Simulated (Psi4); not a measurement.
# PN (phosphorus nitride): B3LYP/6-31G(d) (spherical functions, sweep point 3)

Aim: the energy change on altering one bond length of PN (phosphorus nitride) at B3LYP/6-31G* (spherical functions, sweep point 3), from 2 runs. 

The calculation is run with Psi4 1.11.

## 1. The structure to begin with

PN has 2 atoms, charge 0, and is taken as a singlet. SMILES: `N#P`. The bond length is the measured one.

Bond lengths: N1–P2 1.491 Å.

## 2. A single-point energy at B3LYP/6-31G(d) (spherical functions, sweep point 3)

job.py

```python
import psi4

psi4.set_memory('1600 MB')
psi4.set_num_threads(1)
psi4.set_output_file('run.log', False)

m = psi4.geometry("""
0 1
N      0.000000     0.000000     0.000000
P      0.000000     0.000000     1.490866
symmetry c1
""")

psi4.set_options({
    'basis': '6-31G*',
    'puream': True,
    'scf_type': 'pk',
    'dft_radial_points': 99,
    'dft_spherical_points': 590,
})

e = psi4.energy('b3lyp')
print(f'total energy {e:.8f} hartree = {e * 27.211386:.5f} eV')
```

Command:

```console
$ python job.py
```

run.log:

```text
[...]
  Running in c1 symmetry.
[...]
  Nuclear repulsion =   37.269350243650337
[...]
  Multiplicity = 1
[...]
  Nalpha       = 11
  Nbeta        = 11
[...]
    Number of basis functions: 32
[...]
   @RKS iter   1:  -395.69279485069677   -9.86737e-02   2.64151e-02 DIIS/ADIIS
[...]
   @RKS iter   9:  -396.05757644433680   -1.86867e-09   1.07625e-07 DIIS
[...]
    Orbital Energies [Eh]
    ---------------------
    Doubly Occupied:
       1A    -77.110177     2A    -14.370398     3A     -6.598806
       4A     -4.759581     5A     -4.759581     6A     -4.755956
       7A     -0.855070     8A     -0.493371     9A     -0.334337
      10A     -0.334337    11A     -0.325101
[...]
  @RKS Final Energy:  -396.05757644433680
   => Energetics <=
    Nuclear Repulsion Energy =             37.2693502436503366
    One-Electron Energy =                -619.9562258688877137
    Two-Electron Energy =                 210.8777424778421050
    DFT Exchange-Correlation Energy =     -24.2484432969415771
    Empirical Dispersion Energy =           0.0000000000000000
    VV10 Nonlocal Energy =                  0.0000000000000000
    Total Energy =                       -396.0575764443368030
[...]
 Multipole Moments:
 ------------------------------------------------------------------------------------
     Multipole            Electronic (a.u.)      Nuclear  (a.u.)        Total (a.u.)
 ------------------------------------------------------------------------------------
 L = 1.  Multiply by 2.5417464519 to convert [e a0] to [Debye]
 Dipole X            :         -0.0000000            0.0000000           -0.0000000
 Dipole Y            :          0.0000000            0.0000000            0.0000000
 Dipole Z            :          1.3894240           -0.4240837            0.9653403
 Magnitude           :                                                    0.9653403
[...]
```

The script printed:

```text
total energy -396.05757644 hartree = -10777.27559 eV
```

Wall time 5.1 s (1 thread of Intel Xeon Platinum 8259CL at 2.50GHz (Skylake/Cascade Lake), shared host); peak memory 0.3 GiB.

## 3. The distorted shape at the same level

run.py

```python
import psi4

psi4.set_memory('1600 MB')
psi4.set_num_threads(1)
psi4.set_output_file('run.log', False)

geom = psi4.geometry("""
0 1
N      0.000000     0.000000    -0.298134
P      0.000000     0.000000     1.490866
symmetry c1
""")

options = {'puream': True, 'scf_type': 'pk', 'dft_radial_points': 99, 'dft_spherical_points': 590}
psi4.set_options(options)

energy_value, wavefunction = psi4.energy('b3lyp/6-31G*', molecule=geom, return_wfn=True)
print(f'b3lyp/6-31G* energy: {energy_value:.10f} Eh')
for k, v in sorted(psi4.core.scalar_variables().items()):
    print(f'{k:45s} {v:18.10f}')
```

Command:

```console
$ python run.py
```

run.log:

```text
[...]
  Running in c1 symmetry.
[...]
  Nuclear repulsion =   31.058472398183344
[...]
  Multiplicity = 1
[...]
  Nalpha       = 11
  Nbeta        = 11
[...]
    Number of basis functions: 32
[...]
   @RKS iter   1:  -395.59030606424716   -3.14006e-01   2.70947e-02 DIIS/ADIIS
[...]
   @RKS iter   9:  -395.99275236620406   -1.12897e-08   5.86084e-07 DIIS
[...]
    Orbital Energies [Eh]
    ---------------------
    Doubly Occupied:
       1A    -77.149450     2A    -14.421252     3A     -6.625562
       4A     -4.786970     5A     -4.786970     6A     -4.783652
       7A     -0.786554     8A     -0.534135     9A     -0.327292
      10A     -0.300770    11A     -0.300770
[...]
  @RKS Final Energy:  -395.99275236620406
   => Energetics <=
    Nuclear Repulsion Energy =             31.0584723981833442
    One-Electron Energy =                -607.2885965860259603
    Two-Electron Energy =                 204.3430296695500488
    DFT Exchange-Correlation Energy =     -24.1056578479114592
    Empirical Dispersion Energy =           0.0000000000000000
    VV10 Nonlocal Energy =                  0.0000000000000000
    Total Energy =                       -395.9927523662040585
[...]
 Multipole Moments:
 ------------------------------------------------------------------------------------
     Multipole            Electronic (a.u.)      Nuclear  (a.u.)        Total (a.u.)
 ------------------------------------------------------------------------------------
 L = 1.  Multiply by 2.5417464519 to convert [e a0] to [Debye]
 Dipole X            :          0.0000000            0.0000000            0.0000000
 Dipole Y            :          0.0000000            0.0000000            0.0000000
 Dipole Z            :          1.4121359           -0.5088893            0.9032466
 Magnitude           :                                                    0.9032466
[...]
```

Standard output:

```text
b3lyp/6-31G* energy: -395.9927523662 Eh
CURRENT ENERGY                                   -395.9927523662
CURRENT REFERENCE ENERGY                         -395.9927523662
DD SOLVATION ENERGY                                 0.0000000000
DFT FUNCTIONAL TOTAL ENERGY                      -395.9927523662
DFT TOTAL ENERGY                                 -395.9927523662
DFT VV10 ENERGY                                     0.0000000000
DFT XC ENERGY                                     -24.1056578479
GRID ELECTRONS ALPHA                               11.0000000119
GRID ELECTRONS BETA                                11.0000000119
GRID ELECTRONS TOTAL                               22.0000000238
NUCLEAR REPULSION ENERGY                           31.0584723982
ONE-ELECTRON ENERGY                              -607.2885965860
PCM POLARIZATION ENERGY                             0.0000000000
PE ENERGY                                           0.0000000000
SCF ITERATION ENERGY                             -395.9927523662
SCF ITERATIONS                                      9.0000000000
SCF TOTAL ENERGY                                 -395.9927523662
TWO-ELECTRON ENERGY                               204.3430296696
XC GRID RADIAL POINTS                              99.0000000000
XC GRID SPHERICAL POINTS                          590.0000000000
XC GRID TOTAL POINTS                           110008.0000000000
```

It took 5.4 s on 1 thread of Intel Xeon Platinum 8259CL at 2.50GHz (Skylake/Cascade Lake), shared host; peak memory 0.3 GiB.

## 4. Results

At B3LYP/6-31G* (spherical functions, sweep point 3):

```
                                                         quantity          value
                                        first shape: total energy  -396.05758 Eh
                                       first shape: dipole moment         2.45 D
                                         first shape: HOMO energy       -8.85 eV
                                         first shape: LUMO energy       -2.25 eV
                                       first shape: HOMO–LUMO gap        6.59 eV
                                    distorted shape: total energy  -395.99275 Eh
                                   distorted shape: dipole moment         2.30 D
                                     distorted shape: HOMO energy       -8.18 eV
                                     distorted shape: LUMO energy       -3.42 eV
                                   distorted shape: HOMO–LUMO gap        4.76 eV
energy change with the N1–P2 bond stretched from 1.491 to 1.789 Å       1.764 eV
```

**Reading.** With the N1–P2 bond stretched from 1.491 to 1.789 Å the energy rises by 1.76 eV (41 kcal/mol). The first shape isn't relaxed at this level, so the change isn't measured from a minimum.
